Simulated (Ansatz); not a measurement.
Relaxation of CH₇BO (10 atoms, charge 0, multiplicity 1), to a largest force component of 0.03 eV/Å in at most 50 steps.

Theory: RKS PBE0/6-31G* (Ansatz 0.2.0).

```xyz
10
Properties=species:S:1:pos:R:3
B 0.203 -0.451 -0.382
H -0.415 0.025 1.885
H 1.115 0.320 -0.285
H -0.887 -0.131 -0.779
O 0.469 -1.758 -0.049
C -0.574 -2.710 -0.127
H -0.151 -3.665 -0.453
H -1.027 -2.842 0.863
H -1.349 -2.401 -0.839
H -0.101 -0.596 1.756
```

**Question.** Where does it end, and by what steps?

**Answer.** It converged. The force dipped under the threshold on the way, but the program's further checks kept it going. After 35 steps the energy has fallen by 0.246 eV; H4 moved furthest, 1.48 Å.

```
step  energy less start (eV)  largest force component (eV/Å)  accepted
   0                  0.0000                           1.353       yes
   2                 -0.1829                           0.204       yes
   4                 -0.2159                           0.265       yes
   6                 -0.2217                           0.294        no
   8                 -0.2285                           0.043       yes
  10                 -0.2157                           0.813        no
  12                 -0.2321                           0.109       yes
  14                 -0.2242                           0.570        no
  16                 -0.2369                           0.087       yes
  18                 -0.2393                           0.072       yes
  20                 -0.2337                           0.340        no
  22                 -0.2425                           0.053       yes
  24                 -0.2431                           0.032       yes
  26                 -0.2440                           0.073       yes
  28                 -0.2394                           0.234        no
  30                 -0.2454                           0.044       yes
  32                 -0.2461                           0.061       yes
  34                 -0.1955                           1.173        no
  35                 -0.2463                           0.018       yes
```

```xyz
10
Properties=species:S:1:pos:R:3
B 0.263 -0.489 -1.014
H -0.313 -0.588 3.211
H 0.991 0.446 -0.843
H -0.340 -0.671 -2.042
O 0.139 -1.348 0.011
C -0.686 -2.494 -0.058
H -0.063 -3.385 0.070
H -1.410 -2.453 0.761
H -1.216 -2.551 -1.015
H -0.083 -0.675 2.508
```

Whether the end is a true minimum wasn't checked by a vibrational analysis.

Run time: 75 s on 1 thread of Arm Neoverse V1 (shared host), peak memory 0.13 GiB.
